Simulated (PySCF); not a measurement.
MN15 single point of singlet [PN2]- at its PBE0 minimum.

An equivalent PySCF input for this run (the driver started from the density of an earlier step):

```python
from pyscf import gto, scf, dft
mol = gto.M(atom='''
P      0.000000     0.000000     0.000000
N      1.511403     0.000000     0.000000
N     -1.511403     0.000000     0.000000''',
    basis={'P': 'def2-TZVPD', 'N': 'def2-TZVPD'},
    charge=-1, spin=0)
mf = dft.RKS(mol, xc='MN15')
mf.grids.atom_grid = (90, 434)
aux = {'P': 'def2-universal-JKFIT', 'N': 'def2-universal-JKFIT'}
mf = mf.density_fit(auxbasis=aux)
mf.conv_tol = 1e-08
mf.diis_space = 10
mf.max_cycle = 60
mf.verbose = 4
mf.kernel()
```

SCF log (excerpt):

```
init E= -450.616371054832
  HOMO = -0.075992993581634  LUMO = 0.143620302970781  gap/eV = 5.97598
cycle= 1 E= -450.633345079904  delta_E= -0.017  |g|= 0.0517  |ddm|= 0.497
  HOMO = -0.0711265328643461  LUMO = 0.14185526896685  gap/eV = 5.79553
cycle= 2 E= -450.632316797324  delta_E= 0.00103  |g|= 0.0855  |ddm|= 0.0831
  HOMO = -0.0767797335427777  LUMO = 0.141106246740311  gap/eV = 5.92898
cycle= 3 E= -450.633907886549  delta_E= -0.00159  |g|= 0.00614  |ddm|= 0.0664
  HOMO = -0.0770756471258926  LUMO = 0.140688020358812  gap/eV = 5.92565
cycle= 4 E= -450.633914927767  delta_E= -7.04e-06  |g|= 0.00143  |ddm|= 0.00578
  HOMO = -0.0769530344411548  LUMO = 0.140754867196925  gap/eV = 5.92413
cycle= 5 E= -450.633915577989  delta_E= -6.5e-07  |g|= 0.000408  |ddm|= 0.00263
  HOMO = -0.0770333308251012  LUMO = 0.140669024730069  gap/eV = 5.92398
cycle= 6 E= -450.633915655267  delta_E= -7.73e-08  |g|= 0.000128  |ddm|= 0.000805
  HOMO = -0.0770101550168489  LUMO = 0.140691066732671  gap/eV = 5.92395
cycle= 7 E= -450.63391566081  delta_E= -5.54e-09  |g|= 1.82e-05  |ddm|= 0.000184
  HOMO = -0.077014164605326  LUMO = 0.140688504030269  gap/eV = 5.92399
Extra cycle  E= -450.633915660859  delta_E= -4.83e-11  |g|= 1.99e-05  |ddm|= 5.02e-05
converged SCF energy = -450.633915660859
```

The lowest empty level of this anion is unbound, so it and the gap depend on the basis.

This run, together with those of the ionised and electron-attached species (not shown), took 8.8 s on 2 threads of a shared Arm Neoverse V2 host, with 117 basis functions; the process peaked at 0.96 GiB.
